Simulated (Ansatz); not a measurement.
A nudged elastic band was laid between two geometries of BClFH (4 atoms, charge 0, multiplicity 1).

Theory: RKS PBE0-D4/def2-SVPD in Ansatz.

| Item | Value |
| --- | --- |
| movable images | 5 |
| climbing image | yes |
| spring | 5.0 eV/Å² |
| optimiser | quadratic models (default) |
| start path | through a guess of the saddle point |
| force threshold | 0.05 eV/Å |
| iteration limit | 60 |
| end points | relaxed |

First end point:

```xyz
4
Properties=species:S:1:pos:R:3
B 0.253 0.000 0.190
H 0.213 0.000 1.388
F 1.408 0.000 -0.442
Cl -1.218 0.000 -0.756
```

Last end point:

```xyz
4
Properties=species:S:1:pos:R:3
B -0.590 0.000 -0.189
H 1.260 0.000 0.539
F 2.144 0.000 0.872
Cl -2.158 0.000 -0.843
```

Problem. What changes between the two ends?

Solution. Bonds broken: B1–H2, B1–F3. Bonds formed: H2–F3. BClFH becomes BCl + FH.

Problem. What energy profile does the band end with?

Solution. The forces met the threshold. The highest image is number 2 of 0 to 6, 108.4 kcal/mol above the first end and 15.0 kcal/mol above the last; the last end lies 93.4 kcal/mol above the first. Neighbouring images differ by up to 2.7 eV, so the band resolves the path poorly. A vibrational analysis at the climbing image gives one clearly imaginary mode, 1164i cm⁻¹: a first-order saddle point. The orbitals stay closed-shell, which can raise the energy where a bond breaks towards radicals; this wasn't checked here.

```csv
image,path coordinate (Å),energy (kcal/mol),B1–H2 (Å),B1–F3 (Å),H2–F3 (Å)
0,0.00,0.0,1.20,1.32,2.19
1,0.61,45.1,1.18,1.46,1.62
2,1.22,108.4,1.38,1.95,1.15
3,1.69,99.1,1.78,2.44,0.96
4,2.17,96.2,1.91,2.73,0.95
5,2.64,94.3,1.94,2.86,0.95
6,3.11,93.4,1.99,2.93,0.94
```

Problem. What is the geometry of the highest image?

Solution. 
```xyz
4
Properties=species:S:1:pos:R:3
B -0.400 0.000 0.415
H 0.866 0.000 0.959
F 1.508 0.000 0.009
Cl -1.318 0.000 -1.004
```

Run time: 51 s on 2 threads of Arm Neoverse V1, with other jobs on the host, peak memory 0.13 GiB.
